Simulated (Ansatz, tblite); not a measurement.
**The cluster P₅+: a ladder of methods and basis sets**

The task here is to estimate one member of a computed series from the others.

Computed with Ansatz 0.2.0, Gaussian basis. Level: as each input shows.

The runs, in order: GFN1-xTB, GFN2-xTB, PBE-D4/def2-TZVP, r2SCAN-D4/def2-TZVP, LDA/def2-TZVP, PBE-QIDH/def2-TZVP, PBE-D4/def2-SVP, PBE0-D4/def2-SVP, HF/STO-3G, HF/6-31G, B3LYP-D4/6-31G, CCSD(T)/def2-TZVPP, MP2/def2-TZVP, RPA/def2-TZVP.

2 further runs of the same task are left out: 2 set aside as unsound or not needed.

### The relaxed structure

The singlet was relaxed beforehand with B3LYP-D4/def2-SVP. At that level it is the lowest of the isomers that a small search found.

5 atoms, charge 1, spin multiplicity 1.

Bond lengths: P1–P2 2.354 Å, P1–P3 2.354 Å, P1–P4 2.354 Å, P1–P5 2.354 Å, P2–P3 2.216 Å, P2–P4 2.216 Å, P3–P5 2.216 Å, P4–P5 2.216 Å. Angles: P2–P1–P3 56.2°, P2–P1–P4 56.2°, P2–P1–P5 83.5°, P3–P1–P4 83.5°, P3–P1–P5 56.2°, P4–P1–P5 56.2°, P1–P2–P3 61.9°, P1–P2–P4 61.9°, P3–P2–P4 90.0°, P1–P3–P2 61.9°, P1–P3–P5 61.9°, P2–P3–P5 90.0°, P1–P4–P2 61.9°, P1–P4–P5 61.9°, P2–P4–P5 90.0°, P1–P5–P3 61.9°, P1–P5–P4 61.9°, P3–P5–P4 90.0°.

The ion is computed in the gas phase, without counter-ions or solvent.

PBE0-D4/def2-TZVP was run before; its log isn't repeated, and its numbers join the tables.

The first run:

Tight binding, by tblite at 300 K electronic temperature and without a spin-polarisation term:

```python
tblite.interface.Calculator('GFN1-xTB', numbers, positions, charge=1, uhf=0).singlepoint()
```

Tight binding, by tblite at 300 K electronic temperature and without a spin-polarisation term:

```python
tblite.interface.Calculator('GFN2-xTB', numbers, positions, charge=1, uhf=0).singlepoint()
```

start.molden holds the orbitals of an earlier run on this state, given as this run's starting guess.

Contents of in.yaml:

```yaml
crystal:
  periodic: [false, false, false]
  atoms:
    - {symbol: P, position_ang: [-0.088485, 1.311195, -0.497712]}
    - {symbol: P, position_ang: [1.149286, -0.646693, -0.916819]}
    - {symbol: P, position_ang: [1.106431, 0.136537, 1.155972]}
    - {symbol: P, position_ang: [-1.062196, -0.792462, -0.907003]}
    - {symbol: P, position_ang: [-1.105036, -0.008578, 1.165563]}
basis:
  gaussian: {orbitals: def2-TZVP, initial_orbitals: start.molden}
total_charge: 1
hamiltonian: {xc: pbe, dispersion: d4}
scf: {omitted_lower_state_checks: [starts]}
output: {orbitals: {seedname: orbitals}}
```

Run with:

```console
$ ansatz run in.yaml --threads 4 --pin off --events-out ev --progress --plain --max-ram 8704MiB
```

Steps of the session up to this table: PBE-D4/def2-TZVP; r2SCAN-D4/def2-TZVP; LDA/def2-TZVP; PBE-QIDH/def2-TZVP; PBE-D4/def2-SVP; PBE0-D4/def2-SVP; HF/STO-3G; HF/6-31G; B3LYP-D4/6-31G; CCSD(T)/def2-TZVPP; MP2/def2-TZVP; RPA/def2-TZVP.

One table of the session follows, with a row left open; its other results are not shown here.

It belongs to the step «Levels side by side». 

```
              level  HOMO (eV)  LUMO (eV)  gap (eV)
          HF/STO-3G     -12.21      -1.51     10.70
           HF/6-31G     -15.39      -5.85      9.54
      LDA/def2-TZVP     -11.51      -8.97      2.54
    PBE-D4/def2-SVP     -11.68      -9.07      2.61
   PBE-D4/def2-TZVP     -11.40      -8.82      2.58
r2SCAN-D4/def2-TZVP     -11.61      -8.81      2.81
     B3LYP-D4/6-31G          ?          ?         ?
   PBE0-D4/def2-SVP     -12.74      -8.38      4.37
  PBE0-D4/def2-TZVP     -12.41      -8.07      4.34
```

**Question.** Estimate the row for B3LYP-D4/6-31G.

As computed: HOMO (eV): -12.74; LUMO (eV): -8.82; gap (eV): 3.92.
